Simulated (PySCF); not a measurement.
Magnetic susceptibility: `C(=N/N=C)/C`, C3H6N2

Cartesian coordinates in Å; atom numbers follow the order of the lines, from 1:
```xyz
11

C     2.2177    0.0517    0.0251
N     1.2483    0.0696   -0.7823
N     0.2165    0.8268   -0.8077
C    -0.9738    0.6304   -0.4381
C    -1.4815   -0.5375    0.3483
H     2.2513    0.6160    0.9549
H     3.0674   -0.5579   -0.2321
H    -1.6888    1.3882   -0.7296
H    -0.6742   -1.2345    0.5638
H    -1.9195   -0.1950    1.2856
H    -2.2580   -1.0552   -0.2139
```

Method: GIAO KT3/MINI magnetisability, rotational g tensor and spin-rotation constants, non-relativistic, gas phase in PySCF 2.14.0. Geometry: GFN2-xTB.

(1) What are the magnetisability and the molar susceptibility?

(2) Split it along the inertial axes a, b, c into diamagnetic and paramagnetic parts about the centre of mass, with the quadrupole moment.

(3) And the rotational g tensor?

Answers

(1) Isotropic -760 × 10⁻³⁰ J/T², or -45.8 × 10⁻⁶ cm³/mol; principal values -851, -790, -639 × 10⁻³⁰ J/T², anisotropy 189 × 10⁻³⁰ J/T² (root of half the summed squared differences of the principal values). The susceptibility is in cgs units.

(2) 
```tsv
axis	χ (10⁻⁶ cm³/mol)	diamagnetic (10⁻⁶ cm³/mol)	paramagnetic (10⁻⁶ cm³/mol)	summed x² of all electrons (Å²)	quadrupole Θ (D Å)
a	-40.6	-166.7	126.1	91.9	+4.75
b	-48.8	-443.0	394.2	26.8	-2.87
c	-47.8	-503.4	455.6	12.5	-1.88
```
Anisotropies 2χaa − χbb − χcc = +15.4 and 2χbb − χaa − χcc = -9.2 × 10⁻⁶ cm³/mol. Θ is traceless in Buckingham's convention.

(3) 
| axis | rotational constant (GHz) | g | nuclear part | electronic part |
| --- | --- | --- | --- | --- |
| a | 13.3377 | -0.1432 | 0.6470 | -0.7902 |
| b | 3.3647 | -0.0161 | 0.6071 | -0.6231 |
| c | 2.8943 | -0.0159 | 0.6035 | -0.6195 |

Asymmetric top; isotopes 12C, 1H, 14N; no vibrational averaging.
